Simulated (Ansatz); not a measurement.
`[OH][AlH][AlH2]`. Charge 0, multiplicity 1.

```xyz
7

O    -0.6800    0.6555   -1.7805
Al    0.5078   -0.0310   -0.7670
Al   -0.2361   -0.2785    1.6980
H    -0.5432    0.8052   -2.7155
H     1.9017   -0.4296   -1.4397
H    -0.9577   -1.5962    2.2327
H     0.0075    0.8746    2.7721
```

Question: Give the diagnostics of a CCSD(T)/def2-TZVPP run (frozen core, the Gaussian-basis code of Ansatz). (Estimate.)

Answer: The calculation gave: T1 = 0.0129, largest single amplitude 0.029, largest double 0.036, (T) share of the correlation energy 3.0 %, 10 CCSD cycles. The RHF solution is stable towards an unrestricted one. T1 lies under the customary mark of 0.02 for closed shells.
